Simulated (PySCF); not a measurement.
# C4H8O: the cost of one run

The runs use PySCF 2.14.0, with density-fitted response routines of our own; the level of theory stands in each step. All values are computed, except where a source is named. Atoms are numbered from 0 throughout.

### Step 1. The molecule as given

13 atoms, charge 0, multiplicity 1; geometry from: GFN2-xTB. The atoms were then displaced at random by about 0.01 Å, so the start is not that level's minimum.

Bonds of the start (Å): O0–C1 1.44, C1–C2 1.53, C2–C3 1.47, C3–C4 1.49, C4–C2 1.48, O0–H5 0.95, C1–H6 1.10, C1–H7 1.11, C2–H8 1.05, C3–H9 1.08, C3–H10 1.11, C4–H11 1.10, C4–H12 1.11.

### Step 2. Optimising the geometry at PBE0-D3(BJ)/def2-SVP

The job: settings as JSON, then the geometry in Å.

```
{"job": {"xc": "PBE0", "basis": "def2-SVP", "d3": "d3bj", "grid": 1, "shake": 0.01, "kind": "geom"}, "charge": 0, "multiplicity": 1}
O      2.094760    -0.834410    -0.614900
C      1.301810     0.252880    -0.107480
C     -0.166710     0.167280    -0.518900
C     -1.055490    -0.667100     0.299120
C     -1.199870     0.817840     0.322010
H      1.655050    -1.632640    -0.355860
H      1.395970     0.289740     0.992190
H      1.779660     1.169250    -0.517670
H     -0.292430     0.180010    -1.564610
H     -0.707690    -1.166540     1.193210
H     -1.863880    -1.234040    -0.200590
H     -0.871940     1.339090     1.233460
H     -2.063410     1.301760    -0.170310
```

Run with:

```console
$ OMP_NUM_THREADS=1 python probes_run.py task.json out
```

One launch serves the whole session: the jobs run in the order shown.

**Question.** How long does this first job take on 1 thread of Arm Neoverse N1, shared host, and how much memory does it need?

About 56 s, with a peak of 0.46 GiB.
